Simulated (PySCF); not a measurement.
# BH2: one-bond stretch

Computed with PySCF, UPBE0, basis B def2-TZVP, H def2-TZVP (no relativity, density fitting).

Rigid scan from the doublet minimum (B–H 1.191 Å (×2); H–B–H 129.4°). Coordinate: the bond from B to the last atom (H) scaled, the rest fixed. Energies in kJ/mol from the minimum.

```json
{"scale of one bond": "0.92", "E (kJ/mol)": "12.5", "dipole size (D)": "0.54", "⟨S²⟩": "0.75"}
{"scale of one bond": "0.96", "E (kJ/mol)": "2.9", "dipole size (D)": "0.52", "⟨S²⟩": "0.75"}
{"scale of one bond": "1.00", "E (kJ/mol)": "0.0", "dipole size (D)": "0.50", "⟨S²⟩": "0.75"}
{"scale of one bond": "1.05", "E (kJ/mol)": "3.8", "dipole size (D)": "0.48", "⟨S²⟩": "0.75"}
{"scale of one bond": "1.12", "E (kJ/mol)": "19.0", "dipole size (D)": "0.47", "⟨S²⟩": "0.75"}
{"scale of one bond": "1.20", "E (kJ/mol)": "45.8", "dipole size (D)": "0.49", "⟨S²⟩": "0.75"}
{"scale of one bond": "1.35", "E (kJ/mol)": "109.1", "dipole size (D)": "0.63", "⟨S²⟩": "0.75"}
{"scale of one bond": "1.55", "E (kJ/mol)": "198.3", "dipole size (D)": "–", "⟨S²⟩": "0.75"}
{"scale of one bond": "1.80", "E (kJ/mol)": "291.6", "dipole size (D)": "–", "⟨S²⟩": "0.83"}
{"scale of one bond": "2.20", "E (kJ/mol)": "359.9", "dipole size (D)": "–", "⟨S²⟩": "1.02"}
```

Spin contamination is strong at 2.20, so these points are less reliable.

Other isomers or separated fragments may lie lower.
